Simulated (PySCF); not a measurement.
From computed data to an observable: dipole moment from atomic charges

ethanol (C2H6O), SMILES CCO. Atoms are numbered in the order given.

```xyz
9

C     -1.2026     0.1412     0.2462
C      0.0688    -0.4315    -0.3570
O      1.2325     0.3079     0.0027
H     -2.0772    -0.4203    -0.0908
H     -1.3277     1.1856    -0.0433
H     -1.1760     0.0895     1.3383
H      0.1808    -1.4866    -0.0769
H      0.0264    -0.3871    -1.4462
H      1.3164     0.2972     0.9623
```
Charge 0, spin multiplicity 1.

Geometry: B3LYP-D3(BJ)/def2-TZVP. Other conformers were not sampled.

Charges (e) from PBE/def2-TZVPD in PySCF:

```csv
atom,IAO,ESP fit
C1,-0.454,-0.499
C2,-0.057,0.352
O3,-0.561,-0.644
H4,0.151,0.114
H5,0.153,0.141
H6,0.140,0.124
H7,0.124,-0.028
H8,0.154,0.050
H9,0.352,0.389
```

The dipole moment of the full density is 1.63 D.

Task: What dipole moment does each set of point charges give, and which comes closer to that of the density?

Result: 
μ = Σ q r, and 1 e Å = 4.8032 D.
IAO: Σ q r = (-0.341, -0.221, 0.181) e Å, |μ| = 2.14 D.
ESP fit: Σ q r = (-0.231, -0.152, 0.203) e Å, |μ| = 1.65 D.
ESP fit comes closer in size. Point charges leave out the atoms' own dipoles (lone pairs, polarised bonds); fits to the potential absorb them, partitions of the density don't.
